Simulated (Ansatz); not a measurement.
## H3OSi, SMILES O[SiH2]: a rigid torsion scan, step by step

Program: the Ansatz DFT code, driven from Python.

Run as a notebook:

**Cell 1**
```python
import ansatz as az
from ase import Atoms

atoms = Atoms(['O', 'Si', 'H', 'H', 'H'], positions=[
    [0.55731, -0.43376, 0.79846],
    [0.00193, 0.34195, -0.53394],
    [0.72569, -1.37066, 0.8148],
    [-1.24482, -0.25358, -1.00076],
    [-0.04011, 1.71604, -0.07856],
])
```

**Cell 2**
```python
# relax first, so that the scan starts from a minimum
first = (
    az.Crystal.molecule_from_ase(atoms).calculation()
    .basis(gaussian='cc-pVDZ')
    .functional('pbe')
    .spin('collinear', total=1)
    .relax(force_tolerance=0.02, max_steps=80)
)
atoms.positions = first.run(threads=1).report['positions_ang']
```

**Cell 3**
```python
start = atoms.get_dihedral(3, 1, 0, 2)
energies = {}
for turn in range(0, 360, 40):
    turned = atoms.copy()
    turned.set_dihedral(3, 1, 0, 2, start + turn, indices=[0, 2])
    base = (
        az.Crystal.molecule_from_ase(turned).calculation()
        .basis(gaussian='cc-pVDZ')
        .functional('pbe')
        .spin('collinear', total=1)
    )
    energies[round((start + turn) % 360)] = base.run(threads=1).report['free_energy_ev']
floor = min(energies.values())
print('dihedral H3-Si1-O0-H2 (deg)   E - E(min) (kcal/mol)')
for angle, e in sorted(energies.items()):
    print(f'{angle:8d} {23.060548 * (e - floor):14.3f}  ' + '#' * int(30 * (e - floor) / max(max(energies.values()) - floor, 1e-9)))
```
Output:
```text
dihedral H3-Si1-O0-H2 (deg)   E - E(min) (kcal/mol)
      14          1.094  ########
      54          0.000
      94          1.122  ########
     134          2.276  ################
     174          1.692  ############
     214          1.470  ##########
     254          2.610  ###################
     294          4.086  ##############################
     334          3.266  #######################
```

The scan is rigid and the energies are electronic, in a modest basis. With rigid groups the curve can differ much from the relaxed path, the start wasn't checked as a minimum of this torsion, and equivalent turns needn't return to the same energy. The species is open-shell (spin multiplicity 2). The whole script took 20 s on 1 thread of Arm Neoverse V1, with other jobs on the host, peak memory 0.19 GiB.

(Lines on the test bed's own set-up are left out of the output.)
